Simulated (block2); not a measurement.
# BH3O2 (SMILES OBO) at DMRG/STO-3G

Aim: the vertical ionisation energy of BH3O2 at DMRG/STO-3G, from 2 runs. 

The results are computed with block2 0.5.4.

5 further runs of the same task are left out: 3 that didn't finish, 2 set aside as unsound or not needed.

**1. The molecule**

BH3O2 has 6 atoms, charge 0, and is taken as a singlet. As SMILES, `OBO`. The shape is that of a PBE0-D4/def2-TZVP optimisation. This is one conformer, not always the lowest.

Bond lengths: O1–B2 1.356 Å, B2–O3 1.356 Å, O1–H4 0.958 Å, B2–H5 1.204 Å, O3–H6 0.958 Å. Angles: O1–B2–O3 116.8°, O1–B2–H5 121.6°, O3–B2–H5 121.6°, B2–O1–H4 112.7°, B2–O3–H6 112.7°.

**2. A single-point energy at DMRG/STO-3G**

make_fcidump.py reads:

```python
from pyscf import ao2mo, cc, dft, gto, mcscf, mp, scf
from pyscf.tools import fcidump

geom = """
O
B 1 1.35636
O 2 1.356391 1 116.76545
H 1 0.957896 2 112.67634 3 179.9955
H 2 1.204481 1 121.61971 4 0.00163
H 3 0.957889 2 112.67528 5 -0.00788
"""
mol = gto.M(
    atom=geom,
    basis="sto-3g",
    verbose=4,
)
print("nao = %d" % (mol.nao))
mf = scf.RHF(mol)
mf.conv_tol = 1e-10
mf.max_cycle = 200
mf.kernel()
if not mf.converged:
    mf = mf.newton().run(mf.mo_coeff, mf.mo_occ)
print(f"SCF energy = {mf.e_tot:.10f}")
# MP2, CCSD and CCSD(T) with the same frozen core
ref = mf
pt = mp.MP2(ref, frozen=3).run()
mycc = cc.CCSD(ref, frozen=3)
mycc.max_cycle = 150
mycc.kernel()
print(f"E(MP2) = {pt.e_tot:.10f}")
if mycc.converged:
    print(f"CCSD total energy = {mycc.e_tot:.10f}")
    print(f"E(CCSD(T)) = {mycc.e_tot + mycc.ccsd_t():.10f}")
    print("T1 diagnostic = %.4f" % (mycc.get_t1_diagnostic()))
# a few density functionals on the same geometry and basis
ks = dft.RKS(mol, xc="tpss").set(conv_tol=1e-9, verbose=3).run()
if ks.converged:
    print("E(TPSS) = %.8f" % (ks.e_tot))
ks = dft.RKS(mol, xc="b3lyp").set(conv_tol=1e-9, verbose=3).run()
if ks.converged:
    print("E(B3LYP) = %.8f" % (ks.e_tot))
ks = dft.RKS(mol, xc="m062x").set(conv_tol=1e-9, verbose=3).run()
if ks.converged:
    print("E(M06-2X) = %.8f" % (ks.e_tot))
# CCSD natural orbitals
occ_no, mo = mcscf.addons.make_natural_orbitals(cc.CCSD(mf, frozen=3).run())
mf.mo_coeff = mo
# write the integrals of the correlated orbitals
cas = mcscf.CASCI(mf, 15, 18)
h1, ecore = cas.get_h1eff()
fcidump.from_integrals("FCIDUMP", h1, cas.get_h2eff(), 15, 18, nuc=ecore, ms=0)
```

input.conf reads:

```
sym c1
orbitals FCIDUMP
nelec 18
spin 0
irrep 1
schedule
0 50 1E-08 1E-04
3 75 1E-08 1E-04
7 100 1E-08 1E-05
10 100 1E-09 0.0
end
maxiter 16
sweep_tol 1E-06
fiedler
mem 2g
num_thrds 1
prefix ./tmp
outputlevel 2
```

Launch:

```bash
$ python make_fcidump.py && block2main input.conf
```

The program printed:

```text
$ python make_fcidump.py

[INPUT] verbose = 4
[INPUT] num. atoms = 6
[INPUT] num. electrons = 24
[INPUT] charge = 0
[INPUT] spin (= nelec alpha-beta = 2S) = 0
[INPUT] symmetry False subgroup None
[INPUT] Mole.unit = angstrom
[INPUT] Symbol           X                Y                Z      unit          X                Y                Z       unit  Magmom
[INPUT]  1 O      0.000000000000   0.000000000000   0.000000000000 AA    0.000000000000   0.000000000000   0.000000000000 Bohr   0.0
[INPUT]  2 B      1.356360000000   0.000000000000   0.000000000000 AA    2.563148926315   0.000000000000   0.000000000000 Bohr   0.0
[INPUT]  3 O      1.967196064211   0.000000000000   1.211063932061 AA    3.717461794681   0.000000000000   2.288579150935 Bohr   0.0
[INPUT]  4 H     -0.369292905241   0.000069417269  -0.883848115988 AA   -0.697862450651   0.000131179626  -1.670230874930 Bohr   0.0
[INPUT]  5 H      1.987843940952   0.000109735268  -1.025671730935 AA    3.756480626776   0.000207369603  -1.938238665175 Bohr   0.0
[INPUT]  6 H      2.922645353867  -0.000027000564   1.142741238271 AA    5.522999278042  -0.000051023672   2.159467971578 Bohr   0.0

nuclear repulsion = 66.7052396445957
number of shells = 12
number of NR pGTOs = 54
number of NR cGTOs = 18
basis = sto-3g
ecp = {}
CPU time:         0.55
nao = 18

******** <class 'pyscf.scf.hf.RHF'> ********
method = RHF
initial guess = minao
damping factor = 0
level_shift factor = 0
DIIS = <class 'pyscf.scf.diis.CDIIS'>
diis_start_cycle = 1
diis_space = 8
diis_damp = 0
SCF conv_tol = 1e-10
SCF conv_tol_grad = None
SCF max_cycles = 200
direct_scf = True
direct_scf_tol = 1e-13
chkfile to save SCF result = tmpnfnb2lhc
max_memory 1800 MB (current use 108 MB)
Set gradient conv threshold to 1e-05
Initial guess from minao.
init E= -174.236866700592
  HOMO = -0.359788648359272  LUMO = 0.222605956007128  gap/eV = 15.84776
cycle= 1 E= -173.777913429492  delta_E= 0.459  |g|= 0.555  |ddm|= 2.82
  HOMO = -0.262517557857582  LUMO = 0.366377281059148  gap/eV = 17.11310
cycle= 2 E= -173.876986202975  delta_E= -0.0991  |g|= 0.169  |ddm|= 0.888
  HOMO = -0.367536224555587  LUMO = 0.364537299387046  gap/eV = 19.92074
cycle= 3 E= -173.8854861699  delta_E= -0.0085  |g|= 0.0246  |ddm|= 0.213
  HOMO = -0.371394769383347  LUMO = 0.356715871014743  gap/eV = 19.81290
cycle= 4 E= -173.885775196407  delta_E= -0.000289  |g|= 0.00186  |ddm|= 0.0496
  HOMO = -0.370292708848034  LUMO = 0.357862890406975  gap/eV = 19.81412
cycle= 5 E= -173.885777316244  delta_E= -2.12e-06  |g|= 0.000461  |ddm|= 0.00403
  HOMO = -0.370399973594324  LUMO = 0.357803984438453  gap/eV = 19.81544
cycle= 6 E= -173.885777460019  delta_E= -1.44e-07  |g|= 9.55e-05  |ddm|= 0.00108
  HOMO = -0.37041849923924  LUMO = 0.357798265870761  gap/eV = 19.81579
cycle= 7 E= -173.885777467474  delta_E= -7.45e-09  |g|= 1.1e-05  |ddm|= 0.000285
  HOMO = -0.370418156360357  LUMO = 0.35780207037936  gap/eV = 19.81588
cycle= 8 E= -173.885777467556  delta_E= -8.2e-11  |g|= 1.23e-06  |ddm|= 3.09e-05
  HOMO = -0.370418316611809  LUMO = 0.357801821785887  gap/eV = 19.81588
Extra cycle  E= -173.885777467557  delta_E= -1.08e-12  |g|= 4.21e-07  |ddm|= 2.44e-06
converged SCF energy = -173.885777467557
SCF energy = -173.8857774676

******** <class 'pyscf.mp.mp2.RMP2'> ********
nocc = 9, nmo = 15
frozen orbitals 3
max_memory 1800 MB (current use 122 MB)
E(RMP2) = -174.004862796579  E_corr = -0.119085329021604
E(SCS-RMP2) = -174.0107015405  E_corr = -0.124924072942832
E_corr(same-spin) = -0.0207442175574152
E_corr(oppo-spin) = -0.0983411114641892

******** <class 'pyscf.cc.ccsd.CCSD'> ********
CC2 = 0
CCSD nocc = 9, nmo = 15
frozen orbitals 3
max_cycle = 150
direct = 0
conv_tol = 1e-07
conv_tol_normt = 1e-05
diis_space = 6
diis_start_cycle = 0
diis_start_energy_diff = 1e+09
max_memory 1800 MB (current use 122 MB)
Init t2, MP2 energy = -174.004862795635  E_corr(MP2) -0.119085328078052
Init E_corr(CCSD) = -0.119085328078126
cycle = 1  E_corr(CCSD) = -0.133499869396441  dE = -0.0144145413  norm(t1,t2) = 0.0608021
cycle = 2  E_corr(CCSD) = -0.141990117050604  dE = -0.00849024765  norm(t1,t2) = 0.0195827
cycle = 3  E_corr(CCSD) = -0.144393859580248  dE = -0.00240374253  norm(t1,t2) = 0.00918914
cycle = 4  E_corr(CCSD) = -0.14559821879179  dE = -0.00120435921  norm(t1,t2) = 0.00300345
cycle = 5  E_corr(CCSD) = -0.145475821446697  dE = 0.000122397345  norm(t1,t2) = 0.000668737
cycle = 6  E_corr(CCSD) = -0.145477322277407  dE = -1.50083071e-06  norm(t1,t2) = 9.87549e-05
cycle = 7  E_corr(CCSD) = -0.145476279219277  dE = 1.04305813e-06  norm(t1,t2) = 3.17256e-05
cycle = 8  E_corr(CCSD) = -0.145475874186139  dE = 4.05033137e-07  norm(t1,t2) = 6.55111e-06
cycle = 9  E_corr(CCSD) = -0.14547595464566  dE = -8.04595205e-08  norm(t1,t2) = 2.31008e-06
CCSD converged
E(CCSD) = -174.0312534222026  E_corr = -0.1454759546456596
E(MP2) = -174.0048627966
CCSD total energy = -174.0312534222
CCSD(T) correction = -0.00503943183936539
E(CCSD(T)) = -174.0362928540
T1 diagnostic = 0.0170
radial grids:
    Treutler-Ahlrichs [JCP 102, 346 (1995); DOI:10.1063/1.469408] (M4) radial grids

becke partition: Becke, JCP 88, 2547 (1988); DOI:10.1063/1.454033
pruning grids: <function nwchem_prune at 0xfdca615d8180>
grids dens level: 3
symmetrized grids: False
atomic radii adjust function: <function treutler_atomic_radii_adjust at 0xfdca615d8680>
tot grids = 71640
converged SCF energy = -174.809713268351
E(TPSS) = -174.80971327
radial grids:
    Treutler-Ahlrichs [JCP 102, 346 (1995); DOI:10.1063/1.469408] (M4) radial grids

becke partition: Becke, JCP 88, 2547 (1988); DOI:10.1063/1.454033
[... 5 lines left out ...]
converged SCF energy = -174.761604516522
[... 79 lines left out ...]
integral sym error =            0
[... 36 lines left out ...]
 --> Site =    3-   4 .. Mmps =   50 Ndav =  15 E =   -170.4830080585 Error = 1.44e-06 FLOPS = 2.12e+09 Tdav = 0.06 T = 0.08
[... 3 lines left out ...]
 --> Site =    7-   8 .. Mmps =   50 Ndav =  10 E =   -173.2672990003 Error = 2.07e-07 FLOPS = 8.34e+08 Tdav = 0.06 T = 0.14
[... 3 lines left out ...]
 --> Site =   11-  12 .. Mmps =   50 Ndav =   1 E =   -173.7914643651 Error = 1.98e-09 FLOPS = 9.20e+08 Tdav = 0.00 T = 0.01
[... 12 lines left out ...]
 <-- Site =   12-  13 .. Mmps =   10 Ndav =   1 E =   -173.7914643648 Error = 0.00e+00 FLOPS = 6.18e+08 Tdav = 0.00 T = 0.01
[... 3 lines left out ...]
 <-- Site =    8-   9 .. Mmps =   50 Ndav =   9 E =   -173.7998192730 Error = 8.74e-07 FLOPS = 2.06e+09 Tdav = 0.04 T = 0.07
[... 3 lines left out ...]
 <-- Site =    4-   5 .. Mmps =   50 Ndav =  11 E =   -174.0193936266 Error = 4.87e-05 FLOPS = 2.76e+09 Tdav = 0.10 T = 0.13
[... 3 lines left out ...]
 <-- Site =    0-   1 .. Mmps =   12 Ndav =   1 E =   -174.0220196301 Error = 6.93e-17 FLOPS = 3.36e+08 Tdav = 0.00 T = 0.01
[... 12 lines left out ...]
 --> Site =    3-   4 .. Mmps =   50 Ndav =   5 E =   -174.0221475646 Error = 2.65e-05 FLOPS = 2.32e+09 Tdav = 0.02 T = 0.04
[... 3 lines left out ...]
 --> Site =    7-   8 .. Mmps =   50 Ndav =   7 E =   -174.0294598201 Error = 4.03e-05 FLOPS = 2.67e+09 Tdav = 0.10 T = 0.17
[... 3 lines left out ...]
 --> Site =   11-  12 .. Mmps =   50 Ndav =   1 E =   -174.0304001743 Error = 6.52e-09 FLOPS = 1.06e+09 Tdav = 0.00 T = 0.01
[... 12 lines left out ...]
 <-- Site =   12-  13 .. Mmps =   10 Ndav =   1 E =   -174.0304001732 Error = 0.00e+00 FLOPS = 6.13e+08 Tdav = 0.00 T = 0.01
[... 3 lines left out ...]
 <-- Site =    8-   9 .. Mmps =   75 Ndav =   6 E =   -174.0304754122 Error = 9.89e-07 FLOPS = 2.91e+09 Tdav = 0.07 T = 0.11
[... 3 lines left out ...]
 <-- Site =    4-   5 .. Mmps =   75 Ndav =   8 E =   -174.0345604385 Error = 4.87e-05 FLOPS = 3.05e+09 Tdav = 0.10 T = 0.15
[... 3 lines left out ...]
 <-- Site =    0-   1 .. Mmps =   12 Ndav =   1 E =   -174.0347633207 Error = 1.67e-15 FLOPS = 6.31e+08 Tdav = 0.00 T = 0.01
[... 12 lines left out ...]
 --> Site =    3-   4 .. Mmps =   75 Ndav =   4 E =   -174.0348001485 Error = 5.17e-06 FLOPS = 2.57e+09 Tdav = 0.03 T = 0.06
[... 3 lines left out ...]
 --> Site =    7-   8 .. Mmps =   75 Ndav =   6 E =   -174.0353690984 Error = 2.09e-05 FLOPS = 3.30e+09 Tdav = 0.22 T = 0.33
[... 3 lines left out ...]
 --> Site =   11-  12 .. Mmps =   75 Ndav =   1 E =   -174.0353547792 Error = 7.40e-10 FLOPS = 1.35e+09 Tdav = 0.00 T = 0.02
[... 12 lines left out ...]
 <-- Site =   12-  13 .. Mmps =   10 Ndav =   1 E =   -174.0353547790 Error = 0.00e+00 FLOPS = 8.98e+08 Tdav = 0.00 T = 0.01
[... 3 lines left out ...]
 <-- Site =    8-   9 .. Mmps =   75 Ndav =   5 E =   -174.0353677039 Error = 3.53e-06 FLOPS = 3.19e+09 Tdav = 0.10 T = 0.15
[... 3 lines left out ...]
 <-- Site =    4-   5 .. Mmps =   75 Ndav =   6 E =   -174.0355935164 Error = 7.01e-05 FLOPS = 3.22e+09 Tdav = 0.12 T = 0.17
[... 3 lines left out ...]
 <-- Site =    0-   1 .. Mmps =   12 Ndav =   1 E =   -174.0353209388 Error = 2.01e-15 FLOPS = 3.98e+08 Tdav = 0.00 T = 0.01
[... 12 lines left out ...]
 --> Site =    3-   4 .. Mmps =   75 Ndav =   4 E =   -174.0353607618 Error = 5.57e-06 FLOPS = 2.69e+09 Tdav = 0.03 T = 0.05
[... 3 lines left out ...]
 --> Site =    7-   8 .. Mmps =   75 Ndav =   5 E =   -174.0354469463 Error = 2.21e-05 FLOPS = 3.22e+09 Tdav = 0.17 T = 0.29
[... 3 lines left out ...]
 --> Site =   11-  12 .. Mmps =   75 Ndav =   1 E =   -174.0353717332 Error = 7.73e-10 FLOPS = 1.40e+09 Tdav = 0.00 T = 0.02
[... 12 lines left out ...]
 <-- Site =   12-  13 .. Mmps =   10 Ndav =   1 E =   -174.0353717330 Error = 0.00e+00 FLOPS = 9.48e+08 Tdav = 0.00 T = 0.01
[... 3 lines left out ...]
 <-- Site =    8-   9 .. Mmps =  100 Ndav =   5 E =   -174.0353836402 Error = 2.94e-07 FLOPS = 3.41e+09 Tdav = 0.13 T = 0.20
[... 2 lines left out ...]
 <-- Site =    5-   6 .. Mmps =  100 Ndav =   5 E =   -174.0356894647 Error = 1.00e-05 FLOPS = 3.51e+09 Tdav = 0.21 T = 0.30
 <-- Site =    4-   5 .. Mmps =  100 Ndav =   6 E =   -174.0359514976 Error = 2.99e-05 FLOPS = 3.46e+09 Tdav = 0.19 T = 0.26
 <-- Site =    3-   4 .. Mmps =  100 Ndav =   4 E =   -174.0358725861 Error = 1.48e-06 FLOPS = 2.85e+09 Tdav = 0.04 T = 0.09
 <-- Site =    2-   3 .. Mmps =  100 Ndav =   2 E =   -174.0358673715 Error = 7.55e-09 FLOPS = 1.89e+09 Tdav = 0.01 T = 0.03
 <-- Site =    1-   2 .. Mmps =   61 Ndav =   1 E =   -174.0358673715 Error = 1.19e-14 FLOPS = 1.03e+09 Tdav = 0.00 T = 0.02
 <-- Site =    0-   1 .. Mmps =   12 Ndav =   1 E =   -174.0358673715 Error = 3.16e-15 FLOPS = 5.99e+08 Tdav = 0.00 T = 0.01
[... 8 lines left out ...]
Sweep =    8 | Direction =  forward | Bond dimension =  100 | Noise =  1.00e-05 | Dav threshold =  1.00e-08
 --> Site =    0-   1 .. Mmps =    3 Ndav =   1 E =   -174.0358673715 Error = 0.00e+00 FLOPS = 6.07e+08 Tdav = 0.00 T = 0.00
 --> Site =    1-   2 .. Mmps =   10 Ndav =   1 E =   -174.0358673715 Error = 0.00e+00 FLOPS = 1.09e+09 Tdav = 0.00 T = 0.01
 --> Site =    2-   3 .. Mmps =   35 Ndav =   1 E =   -174.0358673715 Error = 0.00e+00 FLOPS = 1.78e+09 Tdav = 0.00 T = 0.02
 --> Site =    3-   4 .. Mmps =  100 Ndav =   4 E =   -174.0358725886 Error = 5.75e-07 FLOPS = 2.87e+09 Tdav = 0.04 T = 0.07
 --> Site =    4-   5 .. Mmps =  100 Ndav =   6 E =   -174.0360160669 Error = 3.49e-05 FLOPS = 3.60e+09 Tdav = 0.26 T = 0.33
 --> Site =    5-   6 .. Mmps =  100 Ndav =   5 E =   -174.0359424844 Error = 1.45e-05 FLOPS = 3.67e+09 Tdav = 0.28 T = 0.37
 --> Site =    6-   7 .. Mmps =  100 Ndav =   5 E =   -174.0359904273 Error = 2.47e-05 FLOPS = 3.74e+09 Tdav = 0.40 T = 0.50
 --> Site =    7-   8 .. Mmps =  100 Ndav =   5 E =   -174.0359602481 Error = 1.15e-05 FLOPS = 3.75e+09 Tdav = 0.36 T = 0.54
 --> Site =    8-   9 .. Mmps =  100 Ndav =   5 E =   -174.0359295897 Error = 1.19e-06 FLOPS = 3.64e+09 Tdav = 0.21 T = 0.30
 --> Site =    9-  10 .. Mmps =  100 Ndav =   3 E =   -174.0359265994 Error = 6.97e-08 FLOPS = 3.49e+09 Tdav = 0.07 T = 0.14
 --> Site =   10-  11 .. Mmps =  100 Ndav =   3 E =   -174.0359266658 Error = 2.80e-09 FLOPS = 2.54e+09 Tdav = 0.02 T = 0.06
 --> Site =   11-  12 .. Mmps =  100 Ndav =   2 E =   -174.0359270161 Error = 1.53e-11 FLOPS = 1.71e+09 Tdav = 0.00 T = 0.03
 --> Site =   12-  13 .. Mmps =   60 Ndav =   1 E =   -174.0359270161 Error = 8.40e-15 FLOPS = 1.08e+09 Tdav = 0.00 T = 0.02
 --> Site =   13-  14 .. Mmps =   12 Ndav =   1 E =   -174.0359270161 Error = 2.21e-16 FLOPS = 5.56e+08 Tdav = 0.00 T = 0.01
Time elapsed =     12.117 | E =    -174.0360160669 | DE = -6.46e-05 | DW = 3.49397e-05
Time sweep =        2.401 | 5.60 GFLOP/SWP
 | Dmem = 2.79 MB (8%) | Imem = 80.9 KB (97%) | Hmem = 16.8 MB | Wmem = 119 KB | Pmem = 980 KB
 | Tread = 0.018 | Twrite = 0.015 | Tfpread = 0.016 | Tfpwrite = 0.012 | Tmporead = 0.000
 | data = 9.01 MB | cpsd = 6.68 MB | Tasync = 0.000
 | Trot = 0.069 | Tctr = 0.024 | Tint = 0.013 | Tmid = 0.045 | Tdctr = 0.008 | Tdiag = 0.015 | Tinfo = 0.022
 | Teff = 0.316 | Tprt = 0.174 | Teig = 1.655 | Tblk = 2.204 | Tmve = 0.195 | Tdm = 0.010 | Tsplt = 0.017 | Tsvd = 0.000 | Torth = 0.000

Sweep =    9 | Direction = backward | Bond dimension =  100 | Noise =  1.00e-05 | Dav threshold =  1.00e-08
 <-- Site =   13-  14 .. Mmps =    3 Ndav =   1 E =   -174.0359270161 Error = 0.00e+00 FLOPS = 5.56e+08 Tdav = 0.00 T = 0.00
 <-- Site =   12-  13 .. Mmps =   10 Ndav =   1 E =   -174.0359270161 Error = 0.00e+00 FLOPS = 1.05e+09 Tdav = 0.00 T = 0.01
 <-- Site =   11-  12 .. Mmps =   35 Ndav =   1 E =   -174.0359270161 Error = 0.00e+00 FLOPS = 1.63e+09 Tdav = 0.00 T = 0.02
 <-- Site =   10-  11 .. Mmps =  100 Ndav =   1 E =   -174.0359270161 Error = 5.22e-13 FLOPS = 2.53e+09 Tdav = 0.01 T = 0.03
 <-- Site =    9-  10 .. Mmps =  100 Ndav =   3 E =   -174.0359272268 Error = 3.22e-08 FLOPS = 3.49e+09 Tdav = 0.07 T = 0.13
 <-- Site =    8-   9 .. Mmps =  100 Ndav =   4 E =   -174.0359313410 Error = 1.14e-06 FLOPS = 3.55e+09 Tdav = 0.15 T = 0.23
 <-- Site =    7-   8 .. Mmps =  100 Ndav =   5 E =   -174.0359753589 Error = 1.28e-05 FLOPS = 3.73e+09 Tdav = 0.35 T = 0.45
 <-- Site =    6-   7 .. Mmps =  100 Ndav =   5 E =   -174.0360373942 Error = 2.57e-05 FLOPS = 3.73e+09 Tdav = 0.39 T = 0.58
 <-- Site =    5-   6 .. Mmps =  100 Ndav =   5 E =   -174.0360000206 Error = 1.52e-05 FLOPS = 3.70e+09 Tdav = 0.28 T = 0.39
 <-- Site =    4-   5 .. Mmps =  100 Ndav =   6 E =   -174.0360959050 Error = 3.79e-05 FLOPS = 3.65e+09 Tdav = 0.25 T = 0.34
 <-- Site =    3-   4 .. Mmps =  100 Ndav =   4 E =   -174.0359471816 Error = 1.58e-06 FLOPS = 2.87e+09 Tdav = 0.04 T = 0.09
 <-- Site =    2-   3 .. Mmps =  100 Ndav =   2 E =   -174.0359426999 Error = 7.43e-09 FLOPS = 1.89e+09 Tdav = 0.01 T = 0.03
 <-- Site =    1-   2 .. Mmps =   61 Ndav =   1 E =   -174.0359426999 Error = 1.36e-14 FLOPS = 1.08e+09 Tdav = 0.00 T = 0.02
 <-- Site =    0-   1 .. Mmps =   12 Ndav =   1 E =   -174.0359426999 Error = 1.91e-15 FLOPS = 4.18e+08 Tdav = 0.00 T = 0.01
Time elapsed =     14.440 | E =    -174.0360959050 | DE = -7.98e-05 | DW = 3.78912e-05
Time sweep =        2.324 | 5.32 GFLOP/SWP
 | Dmem = 3.01 MB (7%) | Imem = 75.4 KB (97%) | Hmem = 16.7 MB | Wmem = 118 KB | Pmem = 977 KB
 | Tread = 0.017 | Twrite = 0.015 | Tfpread = 0.016 | Tfpwrite = 0.012 | Tmporead = 0.000
 | data = 9.28 MB | cpsd = 7.12 MB | Tasync = 0.000
 | Trot = 0.062 | Tctr = 0.023 | Tint = 0.014 | Tmid = 0.045 | Tdctr = 0.009 | Tdiag = 0.015 | Tinfo = 0.019
 | Teff = 0.313 | Tprt = 0.188 | Teig = 1.569 | Tblk = 2.136 | Tmve = 0.186 | Tdm = 0.010 | Tsplt = 0.017 | Tsvd = 0.000 | Torth = 0.000

Sweep =   10 | Direction =  forward | Bond dimension =  100 | Noise =  0.00e+00 | Dav threshold =  1.00e-09
 --> Site =    0-   1 .. Mmps =    3 Ndav =   1 E =   -174.0359426999 Error = 0.00e+00 FLOPS = 5.61e+08 Tdav = 0.00 T = 0.00
 --> Site =    1-   2 .. Mmps =   10 Ndav =   2 E =   -174.0359427002 Error = 0.00e+00 FLOPS = 1.22e+09 Tdav = 0.00 T = 0.01
 --> Site =    2-   3 .. Mmps =   35 Ndav =   2 E =   -174.0359427008 Error = 0.00e+00 FLOPS = 1.92e+09 Tdav = 0.01 T = 0.02
 --> Site =    3-   4 .. Mmps =  100 Ndav =   4 E =   -174.0359471829 Error = 6.34e-07 FLOPS = 2.89e+09 Tdav = 0.04 T = 0.07
 --> Site =    4-   5 .. Mmps =  100 Ndav =   7 E =   -174.0360959232 Error = 3.73e-05 FLOPS = 3.66e+09 Tdav = 0.30 T = 0.35
 --> Site =    5-   6 .. Mmps =  100 Ndav =   6 E =   -174.0360041349 Error = 1.44e-05 FLOPS = 3.66e+09 Tdav = 0.35 T = 0.41
 --> Site =    6-   7 .. Mmps =  100 Ndav =   6 E =   -174.0360482704 Error = 2.51e-05 FLOPS = 3.73e+09 Tdav = 0.47 T = 0.55
 --> Site =    7-   8 .. Mmps =  100 Ndav =   6 E =   -174.0360061256 Error = 1.12e-05 FLOPS = 3.72e+09 Tdav = 0.43 T = 0.55
 --> Site =    8-   9 .. Mmps =  100 Ndav =   6 E =   -174.0359657883 Error = 7.22e-07 FLOPS = 3.59e+09 Tdav = 0.24 T = 0.29
 --> Site =    9-  10 .. Mmps =  100 Ndav =   4 E =   -174.0359629552 Error = 3.82e-09 FLOPS = 3.57e+09 Tdav = 0.11 T = 0.16
 --> Site =   10-  11 .. Mmps =   94 Ndav =   2 E =   -174.0359629380 Error = 1.74e-14 FLOPS = 2.61e+09 Tdav = 0.02 T = 0.05
 --> Site =   11-  12 .. Mmps =   35 Ndav =   1 E =   -174.0359629380 Error = 2.92e-15 FLOPS = 1.76e+09 Tdav = 0.00 T = 0.02
 --> Site =   12-  13 .. Mmps =   10 Ndav =   1 E =   -174.0359629380 Error = 1.58e-16 FLOPS = 4.93e+08 Tdav = 0.00 T = 0.01
 --> Site =   13-  14 .. Mmps =    3 Ndav =   1 E =   -174.0359629380 Error = 1.13e-16 FLOPS = 4.46e+07 Tdav = 0.00 T = 0.00
Time elapsed =     16.944 | E =    -174.0360959232 | DE = -1.83e-08 | DW = 3.72762e-05
Time sweep =        2.503 | 6.63 GFLOP/SWP
 | Dmem = 2.80 MB (8%) | Imem = 75.4 KB (97%) | Hmem = 16.7 MB | Wmem = 118 KB | Pmem = 0 B
 | Tread = 0.018 | Twrite = 0.014 | Tfpread = 0.016 | Tfpwrite = 0.011 | Tmporead = 0.000
 | data = 8.66 MB | cpsd = 6.31 MB | Tasync = 0.000
 | Trot = 0.068 | Tctr = 0.020 | Tint = 0.013 | Tmid = 0.042 | Tdctr = 0.008 | Tdiag = 0.015 | Tinfo = 0.022
 | Teff = 0.310 | Tprt = 0.000 | Teig = 1.956 | Tblk = 2.314 | Tmve = 0.188 | Tdm = 0.001 | Tsplt = 0.015 | Tsvd = 0.000 | Torth = 0.000

Final canonical form =  LLLLLLLLLLLLLLC 13
DMRG Energy = -174.036095923224622
```

Run time: 23 s. Hardware: 1 thread of Arm Neoverse V1, shared host; peak memory 0.21 GiB.

[end of part 1 of 2]
